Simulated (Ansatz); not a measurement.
**CCSD(T) forces**

BH₃O (SMILES BO), singlet, displaced at random from a GFN2-xTB minimum.

B1  (-0.222, -0.361, 0.067)
O2  (0.412, 0.773, 0.351)
H3  (-0.792, -0.894, 0.987)
H4  (-0.283, -0.830, -1.032)
H5  (0.957, 1.238, -0.378)
(Å)

Program: Ansatz 0.2.0. Basis: def2-TZVPP. Cores are frozen in the correlated methods. B3LYP uses VWN-RPA correlation.

CCSD(T) forces from the calculation:
```json
{"atom": "B1", "Fx": "-0.807", "Fy": "-1.008", "Fz (eV/Å)": "-0.160"}
{"atom": "O2", "Fx": "2.107", "Fy": "2.262", "Fz (eV/Å)": "-1.241"}
{"atom": "H3", "Fx": "0.145", "Fy": "0.144", "Fz (eV/Å)": "-0.165"}
{"atom": "H4", "Fx": "0.175", "Fy": "0.051", "Fz (eV/Å)": "-0.087"}
{"atom": "H5", "Fx": "-1.620", "Fy": "-1.449", "Fz (eV/Å)": "1.653"}
```

Q: Which atom feels the largest CCSD(T) force, and how large is it?

A: O2, 3.33 eV/Å, along (0.63, 0.68, -0.37).

Root-mean-square difference of the force components from those of CCSD(T): PBE0-D4 0.192; wB97M-V 0.116; r2SCAN-D4 0.146; PBE-D4 0.224; LC-wPBE 0.171; B3LYP-D4 0.147 eV/Å.

No T1 diagnostic of these runs exceeds 0.014. These are differences at one structure, and CCSD(T) in triple zeta is itself an approximation.

For scale, one of the runs: CCSD(T)/def2-TZVPP forces, 104 basis functions, launched by `ansatz run in.yaml --threads 4 --pin off --events-out ev --progress --plain --max-ram 5222MiB`. Hardware: 4 CPU threads of an Arm Neoverse N1, shared host. Wall time 8.5 s; peak host memory 0.61 GiB.
